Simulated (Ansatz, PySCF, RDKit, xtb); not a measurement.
**Which structure has the formula BP2H3?**

Only the formula BP2H3 is given. Aim: find the structure of lowest free energy at 298.15 K, then its properties.

The funnel: GFN2-xTB relaxations, single points with a density functional, relaxations at PBE-D3(BJ)/def2-SVP, harmonic vibrations, and a last energy at a higher level. All values are calculated.

12 further runs of the same task are left out: 12 set aside as unsound or not needed.

## Step 1: Drawing up candidates

A program enumerates the bonding patterns with one Lewis structure each (two rings at most, one unusual centre or charged pair), with their diastereomers. O–O, O–halogen and N–halogen bonds and N–N–N chains are not drawn. That gives 16 candidates.

c058 B=[P@@H]=P; c212 B=[P@H]=P; c290 [BH3-][P+]#P; c314 P#[B-][P@H3+]; c448 P=BP; c496 BP=P; c534 B#[P@H]P; c584 B=PP; c589 [BH2-]1P=[P@H+]1; c630 B#[P@@H]P; c661 B1[P@@H][P@H]1; c930 B[P@@H]#P; c961 [BH2-]1P=[P@@H+]1; c963 [BH-]1=P[P@H2+]1; c967 B[P@H]#P; c995 B1[P@H][P@H]1.

Candidates are built by distance geometry, with a force field where one applies, in up to four conformers (letters a to d). 6 starts with atoms placed at random are added, to find patterns that the rules miss.

Q: Predict the outcome of this search (final energies at CCSD(T)/def2-TZVPP).

| quantity | value |
| --- | --- |
| lowest structure found | [BH-]1=P[P@H2+]1, singlet, Cs |
| next finalist | [BH]1[PH][PH]1 ‡, singlet, 3.1 kcal/mol higher in G |
| share at equilibrium, among the finalists | 99.2 % |
| harmonic wavenumbers, lowest and highest (PBE-D3(BJ)/def2-SVP) | 441 and 2659 cm⁻¹ |
| rotational constants, same geometry | 0.5563, 0.2076, 0.1584 cm⁻¹ |
| dipole moment (PBE0/def2-TZVPD) | 2.03 D |
| HOMO energy (PBE0/def2-TZVPD) | -7.04 eV |
| LUMO energy (PBE0/def2-TZVPD) | -1.39 eV |
| HOMO–LUMO gap (PBE0/def2-TZVPD) | 5.65 eV |
| lowest excitation (TD-CAM-B3LYP/def2-SVPD) | 4.60 eV (f = 0.004) |
| strongest of the states computed, same level | 4.89 eV (f = 0.073) |
| lowest triplet excitation, same level, Tamm-Dancoff | 3.14 eV |
| vertical ionisation energy | 9.06 eV |
| vertical electron affinity | -0.36 eV (unbound: the value depends on the basis) |
| vertical triplet less singlet | +3.07 eV |

The search ends on `[BH-]1=P[P@H2+]1`. The margin, 3.1 kcal/mol, is modest. r2SCAN-D4/def2-SVP, PBE-D3(BJ)/def2-SVP, HF/def2-TZVPP and MP2/def2-TZVPP already put its bonding pattern lowest among the structures in one piece; GFN2-xTB favours the singlet BP=P (c736, not a finalist); HF/STO-3G favours the singlet [BH]1[PH][PH]1 ‡. The search is not exhaustive (a finite list of starts, one conformer a finalist), so a lower isomer can't be ruled out. Patterns outside the rules of the enumeration were met only by chance. The lowest isomer need not be the one that is made and kept in a bottle, which depends on barriers.

‡ marks the bonded skeleton alone, with all bonds drawn single: no Lewis structure was assigned that passes a check against the bond lengths.
